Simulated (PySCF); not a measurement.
# F5P (Phosphorus pentafluoride): the cost of one run

Computed with PySCF 2.14.0, with density-fitted response routines of our own, on a single molecule in the gas phase. Atoms are numbered from 0 throughout.

**1. The starting structure**

6 atoms, charge 0, multiplicity 1; geometry from: GFN2-xTB. The atoms were then displaced at random by about 0.01 Å, so the start is not that level's minimum.

Bonds of the start (Å): F0–P1 1.61, P1–F2 1.56, P1–F3 1.56, P1–F4 1.57, P1–F5 1.59.

**2. Relaxing the molecule at PBE0-D3(BJ)/def2-SVP**

The job: settings as JSON, then the geometry in Å.

```
{"job": {"xc": "PBE0", "basis": "def2-SVP", "d3": "d3bj", "grid": 1, "shake": 0.01, "kind": "geom"}, "charge": 0, "multiplicity": 1}
F      1.599560     0.107220    -0.121050
P     -0.005200    -0.004200    -0.006280
F     -0.169510     1.523200    -0.300600
F      0.186750    -0.495750     1.461500
F     -0.005140    -1.032260    -1.189370
F     -1.582300    -0.128230     0.111140
```

Launch:

```
> OMP_NUM_THREADS=1 python probes_run.py task.json out
```

One launch serves the whole session: the jobs run in the order shown.

Q: Estimate the wall time and peak memory of this first job on 1 thread of Arm Neoverse V1, shared host.

About 32 s, with a peak of 0.37 GiB.
